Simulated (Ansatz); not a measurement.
Basis-set extrapolation for `OCOCO` (PBE0-D4/def2-TZVP geometry, frozen core, Ansatz). Multiplicity 1, RHF reference.

```tsv
	def2-TZVPP	def2-QZVPP
HF	-303.931253	-303.945533
MP2 correlation	-1.060914	-1.141707
CCSD(T) correlation	-1.126326	not run
```

Energies in hartree. Use E(X) = E(∞) + A·exp(−7.88·√X) for Hartree–Fock and E(X) = E(∞) + B·X^(−2.97) for correlation, with X = 3 and 4, and add CCSD(T) minus MP2 of the smaller set to the MP2 limit.

Task: What is the CCSD(T) energy at the basis-set limit?

Result: HF limit: -303.945533 + (-0.014280) × 0.13774 = -303.94750. MP2 limit: -1.141707 + (-0.080793) × 0.74074 = -1.20155. Higher-order term: -1.126326 − (-1.060914) = -0.06541. Total: -305.21446 hartree, 411.9 kJ/mol below CCSD(T)/def2-TZVPP.
